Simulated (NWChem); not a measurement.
# doublet [C6H6]+: levels of theory compared

We compute a comparison of 5 runs (UB3LYP/def2-SVP, UBHLYP/def2-SVP, UCAM-B3LYP/def2-SVP, UM06-2X/def2-SVP, UPBE0/def2-SVP) of doublet [C6H6]+. 

Program for the calculation: NWChem 7.3.0.

**1. The system as given**

The species is [C6H6]+ (12 atoms), meant as a doublet with charge +1. SMILES of the parent species: `C=C1C=CC=C1`. Geometry: relaxed at PBE0-D4/def2-TZVP. That shape belongs to the parent species and isn't relaxed for this state.

Bond lengths: C1–C2 1.336 Å, C2–C3 1.465 Å, C3–C4 1.346 Å, C4–C5 1.466 Å, C2–C6 1.465 Å, C5–C6 1.346 Å, C1–H7 1.084 Å, C1–H8 1.084 Å, C3–H9 1.081 Å, C4–H10 1.082 Å, C5–H11 1.082 Å, C6–H12 1.081 Å. Some angles: C1–C2–C3 126.8°, C1–C2–C6 126.8°, C3–C2–C6 106.3°, C2–C3–C4 107.8°, C3–C4–C5 109.0°, C4–C5–C6 109.0°, C2–C6–C5 107.8°, C2–C1–H7 121.3°, C2–C1–H8 121.3°, C2–C3–H9 124.6°.

**2. A single-point energy at UB3LYP/def2-SVP (run 1)**

Input file nw.xyz:

```xyz
12

C     -0.818100    -1.597600     0.906600
C     -0.269900    -0.537800     0.305500
C      0.652900     0.430400     0.902600
C      0.964800     1.337500    -0.041700
C      0.261500     0.997400    -1.282700
C     -0.471600    -0.113400    -1.081700
H     -1.493400    -2.259800     0.376500
H     -0.605400    -1.830200     1.944100
H      1.002400     0.394600     1.924400
H      1.624900     2.186300     0.076600
H      0.333200     1.561600    -2.202900
H     -1.104400    -0.624200    -1.793300
```

Input file run.py:

```python
from ase.io import read
from ase.calculators.nwchem import NWChem

molecule = read('nw.xyz')

calc = NWChem(
    label='nw',
    theory='dft',
    memory='2200 mb',
    basis='def2-SVP',
    basispar='spherical bse',
    charge=1,
    dft={'xc': 'b3lyp', 'mult': '2', 'grid': 'fine', 'convergence': 'energy 1e-08', 'iterations': '100', 'mulliken': None},
    task='energy',
)
molecule.calc = calc

e = molecule.get_potential_energy()
print(f"E = {e:.6f} eV")
```

Command:

```
$ export ASE_NWCHEM_COMMAND="nwchem PREFIX.nwi > PREFIX.nwo"
$ python run.py
```

What it wrote:

```text
E = -6305.419965 eV
```

The calculator wrote nw.nwi:

```
title "nw"

permanent_dir nw

scratch_dir nw

start nw

geometry units angstrom nocenter noautosym noautoz
  C  -8.1810000000000005e-01 -1.5975999999999999e+00 9.0659999999999996e-01
  C  -2.6989999999999997e-01 -5.3779999999999994e-01 3.0549999999999999e-01
  C  6.5290000000000004e-01 4.3040000000000000e-01 9.0259999999999996e-01
  C  9.6479999999999999e-01 1.3374999999999999e+00 -4.1700000000000001e-02
  C  2.6150000000000001e-01 9.9739999999999995e-01 -1.2827000000000000e+00
  C  -4.7160000000000002e-01 -1.1340000000000000e-01 -1.0817000000000001e+00
  H  -1.4934000000000001e+00 -2.2597999999999998e+00 3.7650000000000000e-01
  H  -6.0540000000000005e-01 -1.8302000000000000e+00 1.9440999999999999e+00
  H  1.0024000000000000e+00 3.9460000000000001e-01 1.9244000000000001e+00
  H  1.6249000000000000e+00 2.1863000000000001e+00 7.6600000000000001e-02
  H  3.3320000000000000e-01 1.5616000000000001e+00 -2.2029000000000001e+00
  H  -1.1044000000000000e+00 -6.2419999999999998e-01 -1.7932999999999999e+00
end

charge 1

memory 2200 mb

basis spherical bse noprint
   * library def2-SVP
end

dft
  xc b3lyp
  mult 2
  grid fine
  convergence energy 1e-08
  iterations 100
  mulliken
end

task dft energy
```

nw.nwo:

```text
Northwest Computational Chemistry Package (NWChem) 7.3.0
             --------------------------------------------------------

           Job information
           ---------------

    nwchem branch   = 7.3.0
    use scalapack   = T
    input           = nw.nwi
    prefix          = nw.
    data base       = nw/nw.db
    status          = startup
    nproc           =        1

           Memory information
           ------------------

    heap     =     72089600 doubles =      550.0 Mbytes
    stack    =     72089597 doubles =      550.0 Mbytes
    global   =    144179200 doubles =     1100.0 Mbytes (distinct from heap & stack)
    total    =    288358397 doubles =     2200.0 Mbytes
    verify   = yes
    hardfail = no

[... 109 lines left out ...]
  convergence criterion.
[... 17 lines left out ...]
          Convergence on gradient requested:  5.00D-04
[... 25 lines left out ...]
          Convergence aids based upon iterative change in
[... 30 lines left out ...]
 1-e energy   =    -687.923062
[... 90 lines left out ...]
         Total DFT energy =     -231.719911631323
[... 2 lines left out ...]
    Exchange-Corr. energy =      -34.447570362140
[... 812 lines left out ...]
                     DFT Final Beta Molecular Orbital Analysis
[... 908 lines left out ...]
 center of mass
 --------------
 x =   0.08693808 y =   0.13611950 z =  -0.07672645

 moments of inertia (a.u.)
 ------------------
         557.374637385787        -176.810054642477          -1.836944211592
        -176.810054642477         379.980339172636         124.487343926247
          -1.836944211592         124.487343926247         435.561722577094

     Multipole analysis of the density
     ---------------------------------

     L   x y z        total         alpha         beta         nuclear
     -   - - -        -----         -----         ----         -------
     0   0 0 0      1.000000    -21.000000    -20.000000     42.000000

     1   1 0 0      0.064270     -1.779406     -1.321426      3.165102
[... 8 lines of this table left out ...]
     2   0 0 2    -16.363239    -87.080306    -82.772973    153.490040

 Task  times  cpu:       73.2s     wall:       73.2s
 Total times  cpu:       73.3s     wall:       73.3s
```

It took 75 s on 1 thread of Intel Xeon Platinum 8259CL at 2.50GHz (Skylake/Cascade Lake), shared host; peak memory 0.12 GiB.

**3. A single-point energy at UBHLYP/def2-SVP (run 2)**

Input file c6h6.nw:

```
start c6h6
memory 2200 mb
charge 1
geometry units au noautosym nocenter noautoz
  C   -1.54598494  -3.01902646   1.71322570
  C   -0.51003708  -1.01629471   0.57731133
  C    1.23380219   0.81333812   1.70566680
  C    1.82320777   2.52750869  -0.07880158
  C    0.49416338   1.88481284  -2.42395170
  C   -0.89119484  -0.21429494  -2.04411675
  H   -2.82211699  -4.27040310   0.71148189
  H   -1.14404020  -3.45857675   3.67381656
  H    1.89426147   0.74568593   3.63658895
  H    3.07061598   4.13150823   0.14475302
  H    0.62965674   2.95099632  -4.16287768
  H   -2.08701353  -1.17956705  -3.38884586
end
basis spherical bse
  * library def2-SVP
end
dft
  xc bhlyp
  mult 2
  grid fine
  convergence energy 1e-08
  maxiter 100
  mulliken
end
task dft energy
```

Command:

```
$ nwchem c6h6.nw > c6h6.out
```

What it wrote:

```text
[...]
          Wavefunction type:  spin polarized.
          No. of atoms     :    12
          No. of electrons :    41
[...]
          Charge           :     1
          Spin multiplicity:     2
[...]
          AO basis - number of functions:   114
[...]
              XC Information
              --------------
                        BHLYP Method XC Functional
                     Hartree-Fock (Exact) Exchange  0.500
                        Slater Exchange Functional  0.500 local
                    Becke 1988 Exchange Functional  0.500 non-local
              Lee-Yang-Parr Correlation Functional  1.000
[...]
 d= 0,ls=0.0,diis     1   -231.4950548762 -4.33D+02  4.19D-03  1.45D-01     6.2
[...]
 d= 0,ls=0.0,diis    15   -231.5758034954 -8.96D-10  1.26D-07  1.05D-10    89.1
[...]
         Total DFT energy =     -231.575803495362
      One electron energy =     -700.289968887571
           Coulomb energy =      301.355892312934
    Exchange-Corr. energy =      -34.305273855331
 Nuclear repulsion energy =      201.663546934607
[...]
      Total Density - Mulliken Population Analysis
     ---------------------------------------------
    Atom       Charge   Shell Charges
 -----------   ------   -------------------------------------------------------
    1 C    6     5.89   1.99  0.93  0.25  2.00  0.69  0.03
    2 C    6     6.18   1.99  0.92  0.19  2.11  0.92  0.05
    3 C    6     5.82   1.99  0.95  0.27  2.02  0.55  0.04
    4 C    6     5.96   1.99  0.93  0.30  2.04  0.66  0.04
    5 C    6     5.96   1.99  0.93  0.30  2.04  0.66  0.04
    6 C    6     5.82   1.99  0.95  0.27  2.02  0.55  0.04
    7 H    1     0.89   0.73  0.13  0.03
    8 H    1     0.89   0.73  0.13  0.03
    9 H    1     0.90   0.74  0.14  0.03
   10 H    1     0.90   0.73  0.14  0.02
[...]
      <S2> =      0.7692 (Exact =     0.7500)
[...]
```

Run time: 90 s. Hardware: 1 thread of Intel Xeon Platinum 8259CL at 2.50GHz (Skylake/Cascade Lake), shared host; peak memory 0.12 GiB.

Runs 3 to 4 aren't shown in full; the table further down has their settings and results.

**4. A single-point energy at UPBE0/def2-SVP (run 5)**

Input file c6h6.nw:

```
start c6h6
memory 2200 mb
charge 1
geometry noautosym nocenter noautoz
  C       -0.818100      -1.597600       0.906600
  C       -0.269900      -0.537800       0.305500
  C        0.652900       0.430400       0.902600
  C        0.964800       1.337500      -0.041700
  C        0.261500       0.997400      -1.282700
  C       -0.471600      -0.113400      -1.081700
  H       -1.493400      -2.259800       0.376500
  H       -0.605400      -1.830200       1.944100
  H        1.002400       0.394600       1.924400
  H        1.624900       2.186300       0.076600
  H        0.333200       1.561600      -2.202900
  H       -1.104400      -0.624200      -1.793300
end
basis spherical bse
  C library def2-SVP
  H library def2-SVP
end
dft
  xc pbe0
  mult 2
  grid fine
  convergence energy 1e-08
  maxiter 100
  mulliken
  noprint "final vectors analysis"
end
task dft energy
```

Command:

```
$ nwchem c6h6.nw > c6h6.out
```

What it wrote:

```text
[...]
          Wavefunction type:  spin polarized.
          No. of atoms     :    12
          No. of electrons :    41
[...]
          Charge           :     1
          Spin multiplicity:     2
[...]
          AO basis - number of functions:   114
[...]
              XC Information
              --------------
                         PBE0 Method XC Functional
                     Hartree-Fock (Exact) Exchange  0.250
          PerdewBurkeErnzerhof Exchange Functional  0.750
            Perdew 1991 LDA Correlation Functional  1.000 local
           PerdewBurkeErnz. Correlation Functional  1.000 non-local
[...]
 d= 0,ls=0.0,diis     1   -231.3661826440 -4.33D+02  4.39D-03  1.52D-01     8.2
[...]
 d= 0,ls=0.0,diis    12   -231.4360101160 -4.10D-09  2.16D-07  7.27D-10    78.8
[...]
         Total DFT energy =     -231.436010116042
      One electron energy =     -700.410208928494
           Coulomb energy =      301.460443486557
    Exchange-Corr. energy =      -34.149806155839
 Nuclear repulsion energy =      201.663561481734
[...]
      Total Density - Mulliken Population Analysis
     ---------------------------------------------
    Atom       Charge   Shell Charges
 -----------   ------   -------------------------------------------------------
    1 C    6     5.91   1.99  0.93  0.27  2.01  0.69  0.03
    2 C    6     6.19   1.99  0.93  0.18  2.11  0.94  0.04
    3 C    6     5.82   1.99  0.95  0.28  2.03  0.54  0.04
    4 C    6     5.96   1.99  0.94  0.31  2.05  0.64  0.04
    5 C    6     5.96   1.99  0.94  0.31  2.05  0.64  0.04
    6 C    6     5.82   1.99  0.95  0.28  2.03  0.54  0.04
    7 H    1     0.88   0.73  0.13  0.03
    8 H    1     0.88   0.73  0.13  0.03
    9 H    1     0.89   0.73  0.13  0.02
   10 H    1     0.89   0.73  0.13  0.02
[...]
      <S2> =      0.7626 (Exact =     0.7500)
[...]
```

Wall time 80 s (1 thread of Intel Xeon Platinum 8259CL at 2.50GHz (Skylake/Cascade Lake), shared host); peak memory 0.12 GiB.

**5. All runs side by side**

```
run                level  energy (Eh)  HOMO energy (eV)  LUMO energy (eV)   ⟨S²⟩  wall time
  1      UB3LYP/def2-SVP  -231.719912            -13.01            -10.55  0.759       75 s
  2      UBHLYP/def2-SVP  -231.575803            -13.95             -9.11  0.769       90 s
  3  UCAM-B3LYP/def2-SVP  -231.573589            -14.39             -9.15  0.764    4.3 min
  4     UM06-2X/def2-SVP  -231.596272            -14.32             -9.36  0.766    1.9 min
  5       UPBE0/def2-SVP  -231.436010                 –                 –  0.763       80 s
```

**6. Summary of results**

```
           quantity          value
run 5: total energy  -231.43601 Eh
        run 5: ⟨S²⟩          0.763
```

Totals of different functionals can't be ranked against each other. All runs together took 10 min, the longest 4.3 min.
